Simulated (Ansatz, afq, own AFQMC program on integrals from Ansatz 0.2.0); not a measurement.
Integrals from Ansatz 0.2.0, then the random walk in our own AFQMC program (afq).

```yaml
crystal:
  periodic: [false, false, false]
  atoms:
    - {symbol: Al, position_ang: [-0.022898, 0.000000, 0.584948]}
    - {symbol: C, position_ang: [0.045057, -0.000001, -1.195748]}
    - {symbol: H, position_ang: [0.160619, 0.000001, 2.146962]}
    - {symbol: H, position_ang: [-0.042277, 0.912507, -1.778398]}
    - {symbol: H, position_ang: [-0.042277, -0.912509, -1.778397]}
basis:
  gaussian: {orbitals: cc-pVDZ}
magnetization: {spin_polarized: false}
correlation: {method: ccsd_t, electrons: outside_noble_gas, hamiltonian_folder: ham}
```

```sh
$ ansatz run in.yaml --threads 1 --pin off --events-out ev --progress --plain --max-ram 1382MiB
```

Options of the walk:

```
--method phaseless --trial cisd --walkers 20 --populations 1 --least-time 40 --time-step 0.02 --steps-per-block 5 --equilibration-blocks 100 --max-blocks 200 --target-error 0.00076 --factor-cut 1e-05 --seed 1895 --taylor-order 8
```

Times are imaginary, in 1/Eh. The walk had a cap of 262 s.

```
orbitals 41  electrons 5 5  factors 322 of 443
reference energy -281.42588579 Eh
CCSD correlation -0.23551528 Eh in 12 cycles, weight of the determinant in the CISD state 0.8709
energy of the start -281.661401 Eh
 block  time / (1/Eh)  mean weight  energy / Eh
     1     0.100  0.9987  -281.659313
     2     0.200  0.9837  -281.658312
     3     0.300  0.9945  -281.659537
     4     0.400  0.9989  -281.665495
     5     0.500  0.9971  -281.673003
     8     0.800  1.0098  -281.694088
    15     1.500  1.0033  -281.671058
    36     3.600  1.0001  -281.666295
    57     5.700  1.0036  -281.670131
    78     7.800  0.9923  -281.676450
    99     9.900  0.9943  -281.663071
   120    12.000  1.0126  -281.675158
   141    14.100  0.9959  -281.667195
   162    16.200  0.9919  -281.665231
   183    18.300  1.0158  -281.672525
   204    20.400  1.0036  -281.665201
   211    21.100  0.9876  -281.691224
   225    22.500  0.9921  -281.665663
   239    23.900  0.9891  -281.660272
   246    24.600  0.9942  -281.677137
   267    26.700  1.0173  -281.667727
   288    28.800  1.0101  -281.678859
   295    29.500  0.9937  -281.681188
blocks merged  error / Eh  count
     1  0.000574  200
     2  0.000750  100
     4  0.000931  50
     8  0.001094  25
    16  0.001349  12
energy -281.670356 +/- 0.001094 Eh
(rows thinned)
```

(1) Estimate how long the walk took on 1 thread of Arm Neoverse V1, on a shared host.

The run failed at least one of its tests; the cautions name the faults.

Against this walk (error 29.8 meV) on the same determinant: CCSD(T) 0.3 meV higher (within the noise), CCSDT(Q) 47.8 meV lower (within the noise), a separate phaseless walk with a CISD trial and standard settings 37.6 ± 34.0 meV lower (within the noise). The error is statistical and leaves out the bias of the constraint.

Cautions: constraint bias not in the error; error not settled; error above the target (29.8 against 20.7 meV); higher spins were not checked; restricted determinant unstable towards unrestricted (UHF 93 meV lower, ⟨S²⟩ 0.39); the sampling time fell short of the least asked; so few walkers bias the energy; the time-step error isn't removed.

## Answers

(1) 19 s of wall time.

CCSDT and higher add their correlation energy to the determinant of the CCSD(T) run, since their own runs factorise the integrals more tightly (a shift of under 2 meV). A walk keeps the symmetry of its determinant, which the program's search chose and which needn't be the lowest solution, so a lower state of the same spin and another symmetry isn't excluded.
